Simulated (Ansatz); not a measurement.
System: hcp Lu. Method: r²SCAN+SOC (Ansatz, an electronic-structure program, PAW).

Numerical settings: plane-wave cutoff 560 eV, 18×18×10 k mesh (along the axes of the cell as run), Fermi–Dirac smearing 0.05 eV, PAW data made under PBE.

A third-order Birch–Murnaghan fit to the energies gives V0 = 28.823 Å³/atom, B0 = 46.6 GPa, B′ = 3.4.

```csv
V (Å³/atom),P (GPa)
27.670,___
28.247,___
28.823,-0.001
29.399,___
29.976,___
```

Q: Estimate the withheld pressures from this fit; the answers are the runs' own values.

A: 
- 27.670, P (GPa): 2.038
- 28.247, P (GPa): 0.974
- 29.399, P (GPa): -0.893
- 29.976, P (GPa): -1.711

The formula P = (3/2) B0 (x^(7/3) − x^(5/3)) [1 + (3/4)(B′ − 4)(x^(2/3) − 1)] with x = V0/V meets the computed pressures within 0.01 GPa when these rounded values are put in.

Shape and atoms are relaxed at each volume.

Measured, for comparison: bulk modulus 47.6 GPa (room temperature, no zero-point or thermal correction; as tabulated in Wikipedia's data pages); equilibrium volume per atom 29.52 Å³/atom (room temperature, no zero-point or thermal correction; as tabulated in Söderlind et al. (2014), doi:10.1088/0953-8984/26/41/416001). Computed (rounded) less measured: bulk modulus -2 %, equilibrium volume per atom -2.4 %.

Note: the bulk modulus comes from volumes at which shape and atoms were relaxed.

Computed values are for the static lattice.
